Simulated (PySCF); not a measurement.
# From a raw peak list to a structure

Formula C$_{4}$H$_{5}$N. The spectrum was simulated from the full spin Hamiltonian at 400 MHz with 1.2 Hz Lorentzian lines, from shifts rounded to 0.01 ppm and J to 0.1 Hz, couplings under 1 Hz left out. Exchangeable protons (1H) are left uncoupled and out of the list.

```tsv
region	integral (H)	ppm	Hz	height
1	1	2.024	809.5	23
1		2.017	806.6	48
1		2.010	804.0	40
1		2.004	801.6	51
1		1.997	798.8	29
2	1	1.884	753.4	100
2		1.876	750.5	90
3	1	1.785	714.1	56
3		1.782	712.7	64
3		1.778	711.3	60
3		1.775	709.9	55
4	1	1.668	667.1	57
4		1.664	665.8	55
4		1.655	662.1	54
4		1.652	660.8	51
```

¹³C{¹H} NMR (computed): δ 89.4, 73.2, 29.6, 17.9.

PySCF 2.14.0 with density-fitted response routines calculation with spin–spin couplings from B3LYP/pcJ-1 (spin–dipole term only in couplings to heteroatoms), geometry from PBE0-D3(BJ)/def2-SVP and GIAO PBE0/pcSseg-1 shieldings; relativity neglected, gas phase, a single conformation.

Shifts are taken against calculated references (same method and geometry level): ¹H, ¹³C vs TMS.

**Question.** Analyse the multiplets.

**Answer.** ¹H NMR (400 MHz, computed): δ 2.01 (dt, J = 5.0, 2.8 Hz, 1H), 1.88 (d, J = 2.9 Hz, 1H), 1.78 (dd, J = 2.8, 1.4 Hz, 1H), 1.66 (dd, J = 5.0, 1.4 Hz, 1H), -0.53 (br s, 1H). These are first-order names from the parameters used; overlap and second-order distortion can hide them in the list.

**Question.** What is the compound?

**Answer.** `C#C[C@@H]1CN1`.

Atom-mapped SMILES (the numbers label the heavy atoms): `[CH:1]#[C:2][C@@H:3]1[CH2:4][NH:5]1`. Each H is labelled by its parent atom. Ha(C4) is cis to C2 on the ring; Hb(C4) is trans to C2 on the ring.

- δ 2.01: H(C3), hydrogen on an aziridine ring carbon, coupled to Hb(C4) (5.0 Hz), H(C1) and Ha(C4) (2.8 Hz).
- δ 1.88: H(C1), hydrogen on a terminal alkyne carbon, coupled to H(C3) (2.9 Hz).
- δ 1.78: Ha(C4), hydrogen on an aziridine ring carbon, coupled to H(C3) (2.8 Hz), Hb(C4) (1.4 Hz).
- δ 1.66: Hb(C4), hydrogen on an aziridine ring carbon, coupled to H(C3) (5.0 Hz), Ha(C4) (1.4 Hz).
- δ -0.53: H(N5), hydrogen on an amine nitrogen.

The data come from this structure; uniqueness wasn't tested.

OH and NH positions are those of a molecule without intermolecular hydrogen bonds; in solution they move with solvent, concentration and temperature, and exchange usually removes their couplings. Multiplet labels drop couplings under 1 Hz and merge nearly equal ones. Unscaled 3J(H,H) at this level run about 10 % above measured values. Shifts are as computed. Against solution values, carbons near 30 ppm lie about +2 ppm off and those near 130 ppm about +5 ppm. Of 1211 compounds with measured shifts, 218 miss one by over three times the rms of a fit or turn the order of signals round; such compounds aren't used in these exercises. Couplings to exchangeable protons are dropped.
